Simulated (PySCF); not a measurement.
Species: difluorophosphane, F₂HP.
SMILES: `FPF`

The closed-shell ground state was solved at several levels (PySCF, density fitting, gas phase, non-relativistic). Isolated species at its PBE0-D3(BJ)/def2-SVP geometry, gas phase.

| level | basis functions | HOMO (eV) | LUMO (eV) | gap (eV) | dipole (D) |
| --- | --- | --- | --- | --- | --- |
| PBE0/pcSseg-1 | 63 | -8.13 | -0.45 | 7.68 | 1.67 |
| wB97X-D/pcSseg-2 | 129 | -10.10 | 1.10 | 11.20 | 1.60 |

Problem. Estimate the row for CAM-B3LYP/def2-SVPD, a basis of 78 functions; the other rows only guide the guess.

Solution. HOMO -9.65 eV, LUMO 0.33 eV, gap 9.98 eV, dipole 1.62 D.

Problem. Over all these levels, which gives the widest orbital gap and which the narrowest?

Solution. wB97X-D/pcSseg-2 (range-separated hybrid) has the widest, 11.20 eV, and PBE0/pcSseg-1 (global hybrid, 25 % exact exchange) the narrowest, 7.68 eV. Functional and basis both differ between the two, so the spread mixes both effects.

Problem. How far do the dipole and the HOMO energy spread over the levels?

Solution. The dipole runs from 1.60 to 1.67 D (mean 1.63 D) and the HOMO from -10.10 to -8.13 eV.
